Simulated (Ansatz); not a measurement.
Consider the hydrogen abstraction from the Al–H bond: `[AlH]` + H• → Al• + H₂.

Program: Ansatz. Geometries: PBE0-D4/def2-TZVP. ΔE: electronic, gas phase. CCSD(T)/CBS is extrapolated from def2-TZVPP and def2-QZVPP, frozen cores. DFT in def2-TZVPP. Open shells (•) are unrestricted, without spin–orbit coupling. Spin–orbit coupling would lower the free atoms: a little for Al.

`[AlH]`:

Z-matrix (Å, degrees):
```
Al
H 1 1.665
```

H₂:

Z-matrix (Å, degrees):
```
H
H 1 0.746
```

```tsv
level	ΔE (eV)
B2PLYP	-1.58
CCSD/CBS(cc)	-1.56
```

(1) What does CCSD(T)/CBS give? (Estimate.)

Largest T1 diagnostic among the species: 0.018.

## Answers

(1) Ansatz gave: -1.55 eV. The listed levels differ from it by -0.03, -0.01 eV.

In def2-TZVPP, CCSD(T) changes the Hartree–Fock value by −0.21 eV (the triples alone add +0.01 eV) and MP2 by −0.15 eV. At CCSD(T), def2-SVP lies +0.10 eV from the extrapolated value and def2-TZVPP −0.01 eV. Leaving LDA and LC-ωPBE aside and taking each functional with its dispersion term where it has one, the values, not all of them listed here, spread over 0.39 eV, from r2SCAN0-D4 to B97M-V.

CCSD(T)/CBS has its own doubt, a few kJ/mol and more with outer-core shells, so smaller differences from it don't rank the levels.
